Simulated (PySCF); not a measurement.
Question: Give a GFN2-xTB geometry of `C=N/C=C\F`.

Answer: 
```
atom  x, y, z in Å
C1    -1.781   -0.120   -0.199
N2    -0.605   -0.567   -0.146
C3     0.449    0.287    0.083
C4     1.707   -0.143    0.146
F5     2.052   -1.420   -0.004
H6    -2.584   -0.818   -0.379
H7    -2.047    0.936   -0.070
H8     0.261    1.354    0.220
H9     2.561    0.496    0.324
```

Any rigid rotation of these coordinates is as good. Atoms count from 1 in this order. The 5 heavy atoms lie in one plane (0.000 Å rms). Of the pairs four or more bonds apart, H7···H8 is among the closest relative to their van der Waals radii: 2.36 Å, 98 % of the sum of Bondi's values. The 2 C–N bonds span 1.260 Å (C1=N2, drawn double) to 1.376 Å (N2–C3, drawn single), a spread of 0.116 Å.

Bonds between heavy atoms (Å): C1=N2 1.260, N2–C3 1.376, C3=C4 1.331, C4–F5 1.332.

Structure optimised with GFN2-xTB, isolated species.

Point group: Cs (tolerance 0.08 Å). Whether it is a minimum is left open (no frequencies). One conformer, not necessarily the lowest (C1–N2–C3–C4 180°).

These are computed values.
